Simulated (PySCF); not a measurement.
# Vibration and rotation of OF

UHF-CCSD(T) constants of OF, ²Π (doublet), unpaired electrons π ↑ (PySCF, no relativity, basis sets O def2-SVP, F def2-SVP; masses 15.9949 and 18.9984 u):

- ωe: 1035.1 cm⁻¹
- ωexe: 11.0 cm⁻¹
- Be: 1.052 cm⁻¹
- αe: 0.0139 cm⁻¹
- D (centrifugal): 4.35e-06 cm⁻¹
- De to O + F: 1.77 eV

**Question.** Give the vibrational terms G(v) and spacings up to v = 6.

**Answer.** G(v) = ωe(v+½) − ωexe(v+½)².

```csv
v,G(v) (cm⁻¹),G(v) − G(v−1),Bv (cm⁻¹)
0,515,,1.045
1,1528,1013,1.031
2,2519,991,1.017
3,3488,969,1.003
4,4435,947,0.989
5,5360,925,0.976
6,6263,903,0.962
```

**Question.** How well does the Morse estimate ωe²/(4ωexe) reproduce De, and what is D0?

**Answer.** It gives 3.02 eV, 171 % of the computed De. D0 = De − G(0) = 1.77 − 0.06 = 1.71 eV.

Correlated steps freeze 2 core orbitals. Correlated levels converge slowly with the basis: in double zeta they bind strong bonds too weakly, by up to about 1 eV, and carry superposition errors of some tenths. The state is the lowest determinant that a PBE0 search found; another state may lie lower at other levels.
